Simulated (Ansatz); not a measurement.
CCSD(T) against full CI for several species

Each species is computed at the geometry given (Å), with frozen cores, in Ansatz 0.2.0: RHF-CCSD(T) for singlets, UHF-CCSD(T) otherwise, and full CI in the same basis. The program picks the determinant by trial CCSD, so it needn't be the lowest Hartree–Fock solution. States: HAlP Π, HAl–AlH Ag, H2O⁺ B1. Cases whose determinant has another symmetry than full CI's state, or whose (Q) step broke down, weren't drawn.

Judging by size, spin and bonding and the diagnostics given, rank them by the size of CCSD(T)'s error in total energy against full CI in the same basis, smallest first (an estimate).
A. H2O⁺, doublet, cc-pVDZ: O 0.000 -0.022 0.000; H 0.000 0.173 -0.985; H 0.000 0.173 0.985. T1 0.007, (T) -57 meV in a correlation energy of -4.60 eV
B. HAlP, doublet, 6-31G: Al 0.000 0.000 0.446; P 0.000 0.000 -4.647; H 0.000 0.000 4.201. T1 0.006, (T) -6 meV in a correlation energy of -1.24 eV
C. HAl–AlH, singlet, 6-31G: Al 0.000 -0.154 1.308; Al 0.000 0.154 -1.308; H 0.000 1.144 2.283; H 0.000 -1.144 -2.283. T1 0.030, (T) -70 meV in a correlation energy of -2.77 eV

B (0.2 meV), A (11.3 meV), C (36.1 meV).

| species | basis | correlated electrons | CCSD(T) − full CI (meV) | CCSDT(Q) − full CI (meV) | unpaired electrons (full CI) | T1 | ⟨S²⟩ of the determinant |
| --- | --- | --- | --- | --- | --- | --- | --- |
| HAlP, doublet | 6-31G | 9 | 0.2 | -2.4 | 5.04 | 0.006 | 2.75 |
| H2O⁺, doublet | cc-pVDZ | 7 | 11.3 | -0.6 | 1.01 | 0.007 | 0.76 |
| HAl–AlH, singlet | 6-31G | 8 | 36.1 | 1.8 | 0.28 | 0.030 | 0.00 |

Unpaired electrons are Σ n²(2−n)² over natural occupations; an open shell counts its own unpaired electrons too. Frozen cores follow each run's orbitals, which moves totals by a few meV. No single determinant describes HAlP, doublet well, by full CI's occupations.
